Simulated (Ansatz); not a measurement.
# AlP+ (quartet): wave-function methods side by side, cc-pVTZ

How much of the correlation energy of AlP+ (quartet) does each wave-function method recover here?

Computed with Ansatz 0.2.0, Gaussian basis. Level: cc-pVTZ, core rule «outside noble gas», up to 10 orbitals frozen.

Plan: UHF; CCSD(T) on ROHF; CCSD(T) on UHF; BCCD(T) on ROHF; CISD as a restricted active space (open shells left free, so some higher excitations enter); CCSDT(Q) on ROHF; CCSDT(Q) on UHF.

11 further runs of the same task are left out: 5 for a known fault of the program, 2 that didn't finish, 4 set aside as unsound or not needed. Runs told in other sessions of the task aren't counted.

## 1. What is computed

The geometry is a PBE0/def2-TZVP stationary point (not a proven minimum) of the parent state, kept for this charge and spin.

2 atoms, charge 1, spin multiplicity 4.

Atoms are counted from 1 here; the program's logs count them from 0.

Bond lengths: Al1–P2 2.381 Å.

## 2. UHF

The input, in.yaml:

```yaml
crystal:
  periodic: [false, false, false]
  atoms:
    - {symbol: Al, position_ang: [0.000000, 0.000000, 0.000000]}
    - {symbol: P, position_ang: [0.000000, 0.000000, 2.380600]}
basis:
  gaussian: {orbitals: cc-pVTZ}
total_charge: 1
magnetization: {spin_polarized: true, initial_magnetization: 3}
hamiltonian: {xc: hf}
output: {orbitals: {seedname: orbitals}}
```

Started as:

```
> ansatz run in.yaml --threads 1 --pin off --events-out ev --progress --plain --max-ram 2393MiB
```

Further steps of the session: CCSD(T) on ROHF; CCSD(T) on UHF; BCCD(T) on ROHF; CISD as a restricted active space (open shells left free, so some higher excitations enter); CCSDT(Q) on ROHF; CCSDT(Q) on UHF.

Q: Predict the results of all the runs planned. Wanted: UCCSDT(Q) from the RHF energy; RMP2 from UCCSDT(Q); UMP2 from UCCSDT(Q); RCCSD from UCCSDT(Q); RCCSD(T) from UCCSDT(Q); UCCSD(T) from UCCSDT(Q); RCCSDT(Q) from UCCSDT(Q); T1 diagnostic.

**Answer**, as computed:

```
                         quantity                      value
    UCCSDT(Q) from the ROHF energy                 -4.5825 eV
              RMP2 from UCCSDT(Q)                 +962.3 meV
              UMP2 from UCCSDT(Q)                +1010.2 meV
             RCCSD from UCCSDT(Q)                 +253.9 meV
          RCCSD(T) from UCCSDT(Q)                  +49.8 meV
          UCCSD(T) from UCCSDT(Q)                  +49.2 meV
         RCCSDT(Q) from UCCSDT(Q)                   +2.3 meV
levels within 1 kcal/mol (43 meV)  RCCSDT, UCCSDT, RCCSDT(Q)
                    T1 diagnostic                      0.030
```

In words: RCCSD(T) lands +49.8 meV from the yardstick (1.1 % of the correlation energy). These misses are within one basis, not against nature; the frozen cores of restricted and unrestricted runs differ, which can shift their rows.

With open shells the CI space here admits some higher excitations, so it is larger than plain CISD.
